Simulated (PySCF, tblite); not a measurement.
# C₅H₁₀Cl radical: geometry, infrared bands and EPR parameters

What infrared bands and EPR parameters should C₅H₁₀Cl radical (`CC[CH][C@H](C)Cl`) show?

Computed with tblite 0.8.0 and PySCF 2.14.0, with density-fitted response routines of our own, on a single molecule in the gas phase. Atoms are numbered from 0 throughout.

### 1 The starting structure

16 atoms, charge 0, multiplicity 2; geometry from: force field or distance geometry start.

Bonds of the start (Å): C0–C1 1.52, C1–C2 1.48, C2–C3 1.50, C3–C4 1.51, C3–Cl5 1.79, C0–H6 1.10, C0–H7 1.10, C0–H8 1.09, C1–H9 1.09, C1–H10 1.11, C2–H11 1.08, C3–H12 1.09, C4–H13 1.09, C4–H14 1.10, C4–H15 1.10.

### 2 Optimising the geometry with GFN2-xTB

The job: settings as JSON, then the geometry in Å.

```
{"job": {"kind": "relax", "xc": "GFN2-xTB", "basis": "xTB"}, "charge": 0, "multiplicity": 2}
C      2.382800     0.062400    -0.817100
C      1.191500    -0.708400    -0.260500
C      0.100300     0.193400     0.187400
C     -1.291100    -0.338600     0.358800
C     -2.349000     0.731400     0.186500
Cl    -1.425300    -1.032400     2.006000
H      2.074900     0.664600    -1.688400
H      2.804700     0.747500    -0.063100
H      3.169000    -0.625900    -1.133200
H      0.825500    -1.407200    -1.011400
H      1.529800    -1.310400     0.603000
H      0.336400     1.147300     0.642200
H     -1.482800    -1.158400    -0.330700
H     -3.350400     0.319900     0.305400
H     -2.295200     1.168400    -0.826700
H     -2.228700     1.555200     0.907500
```

Run with:

```console
> OMP_NUM_THREADS=1 python probes_run.py task.json out
```

The driver reads the jobs from task.json and runs them one after another.

**Question.** This job is followed by: GFN2-xTB harmonic vibrations, gas phase; UKS B3LYP, pcH-1 on C Cl H, non-relativistic, mean-field spin-orbit, GIAO. Predict these results of the whole session: strongest single infrared mode (GFN2-xTB); zero-point energy (GFN2-xTB); g(iso) (B3LYP); ⟨S²⟩; largest a(iso) (averaged by class); surface potential, 1st and 99th percentile.

As calculated:

| quantity | value |
| --- | --- |
| strongest single infrared mode (GFN2-xTB) | 3039 cm⁻¹, 33 km/mol |
| zero-point energy (GFN2-xTB) | 84.3 kcal/mol |
| g(iso) (B3LYP) | 2.00446 |
| ⟨S²⟩ | 0.756 (exact 0.75) |
| largest a(iso) (averaged by class) | 1H on H10, 130.6 MHz |
| surface potential, 1st and 99th percentile | -1.00 V and 0.95 V |

**Reading.** Over 54 steps the energy fell by 0.122 eV; of the close pairs, C3–Cl5 changed most, 1.792 to 1.946 Å. All 42 modes are real, so the xTB geometry is a minimum. GFN2-xTB is a fitted tight-binding method: band positions and strengths are rough. Its intensities can rank the bands wrongly. Most of the unpaired spin sits on C2 (0.90 e). The isotropic g lies 2.1 ppt above the free-electron value.
